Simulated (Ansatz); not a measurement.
Input file:

```yaml
crystal:
  periodic: [false, false, false]
  atoms:
    - {symbol: Al, position_ang: [0.000000, 0.029404, 0.542175]}
    - {symbol: C, position_ang: [0.000000, -0.109045, -1.067355]}
    - {symbol: H, position_ang: [0.000000, 0.512266, -1.794783]}
basis:
  gaussian: {orbitals: 6-31G}
magnetization: {spin_polarized: true, initial_magnetization: 0}
hamiltonian: {xc: {name: B2PLYP}}
correlation: {electrons: outside_noble_gas}
```

```sh
$ ansatz run in.yaml --threads 1 --pin off --events-out ev --progress --plain --max-ram 2393MiB
```

Roughly how long does this take on 1 thread of Arm Neoverse V1, shared host, and how much host memory?

7.5 s wall and 0.14 GiB.

```
299 factors; integrals over basis functions are off by at most 2.5e-4 eV
mean field evaluation 1: about -7622.2682 eV, gradient 4.3e1 eV
mean field evaluation 2: about -7622.2698 eV, gradient 4.3e1 eV
mean field evaluation 4: about -7635.5464 eV, gradient 4.6e0 eV
mean field evaluation 8: about -7636.2518 eV, gradient 3.5e-1 eV
mean field evaluation 16: about -7636.2521 eV, gradient 7.8e-5 eV
mean field evaluation 32: about -7636.8675 eV, gradient 2.2e-6 eV
mean field evaluation 64: about -7636.1392 eV, gradient 6.1e0 eV
mean field evaluation 96: about -7636.8661 eV, gradient 1.5e0 eV
mean field evaluation 128: about -7613.9638 eV, gradient 1.7e1 eV
mean field evaluation 160: about -7636.9580 eV, gradient 8.4e-2 eV
mean field evaluation 192: about -7636.9609 eV, gradient 1.1e-1 eV
mean field -7636.96364639 eV, -280.6532374850 hartree, gradient 3.5e-8 eV, S^2 1.047860; 13 other end points of the search recorded, 0 dependent functions left out
6 core orbitals not correlated: weight in the atoms' cores, before any rotation towards them, 1.000 or more for the frozen orbitals, at most 0.000 for the correlated occupied ones
reference -7636.96375480 eV, -280.6532414689 hartree; 4, 4 occupied and 14, 14 virtual orbitals, 299 factors
second order -3.09221197 eV of doubles, -0.00000000 eV of singles
Total energy: -7637.79865203 eV, -280.6839233763 hartree
```
